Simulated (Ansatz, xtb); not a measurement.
# Two isomers of BH7OSi

We compare I, `[BH3-][OH+][SiH3]`, a singlet, with II, `[OH2+][BH2-][SiH3]`, a singlet. Both are isolated molecules in the gas phase, relaxed with PBE0-D4/def2-SVP; the shapes shown needn't be the lowest conformers.

I (Å):

```
atom    x (Å)    y (Å)    z (Å)
   B  -1.0494   0.6575  -0.6974
   O   0.5472   0.3047  -0.5220
  Si   0.8145  -0.6304   0.9022
   H  -1.4717  -0.1534  -1.5062
   H  -1.1035   1.8249  -1.0335
   H  -1.4445   0.4486   0.4489
   H   1.0053   0.0957  -1.3441
   H  -0.0767  -1.8161   0.9146
   H   0.6216   0.2734   2.0572
   H   2.2405  -1.0560   0.7831
```

II (Å):

```xyz
10

B     1.1129    0.3449   -1.0478
O    -0.5114    0.3818   -0.6803
Si    2.0927    0.3602    0.7215
H    -0.7082    1.1778   -0.1655
H    -1.0163    0.4481   -1.5030
H     1.2230   -0.6811   -1.6906
H     1.3025    1.3601   -1.7015
H     1.9951   -0.9025    1.5304
H     3.5532    0.6499    0.5395
H     1.5660    1.4467    1.6325
```

**Question.** Estimate E(II) − E(I) at the level CCSD(T)/def2-TZVP.

**Answer.** Calculated at CCSD(T)/def2-TZVP: E(II) − E(I) = +23.1 kcal/mol, so structure I lies lower.

How the difference moves with the method:

| level | geometry | E(II) − E(I) (kcal/mol) | departure from the last row (kcal/mol) | job, with rough time for the two |
| --- | --- | --- | --- | --- |
| GFN2-xTB | GFN2-xTB | +46.9 | +23.8 | optimisation, 0.16 s |
| HF/STO-3G | GFN2-xTB | +28.5 | +5.4 | single point, 0.16 s |
| r2SCAN-D4/def2-SVP | GFN2-xTB | +14.8 | −8.3 | single point, 2.1 s |
| PBE0-D4/def2-SVP | PBE0-D4/def2-SVP | +15.4 | −7.7 | optimisation, 26 s |
| HF/def2-TZVP | PBE0-D4/def2-SVP | +26.8 | +3.7 | part of the CCSD(T) run |
| MP2/def2-TZVP | PBE0-D4/def2-SVP | +24.5 | +1.4 | part of the CCSD(T) run |
| CCSD(T)/def2-TZVP | PBE0-D4/def2-SVP | +23.1 |  | single point, 25 s |

As drawn, II has 1 B–Si, 1 O–H in place of 1 O–Si, 1 B–H.

None of the levels shown reverses the order. The largest departure from CCSD(T)/def2-TZVP is that of GFN2-xTB, 23.8 kcal/mol.

With harmonic frequencies from PBE0-D4/def2-SVP (ideal gas, rigid rotor, one conformer each, 298.15 K, 1 atm): the zero-point term adds +0.7 kcal/mol; ΔH is +24.1 and ΔG +23.5 kcal/mol.

The correlated steps freeze 7 core orbitals. Codes used: Ansatz 0.2.0, xtb 6.7.1; the last row on 2 threads of Arm Neoverse V2 on a shared host.
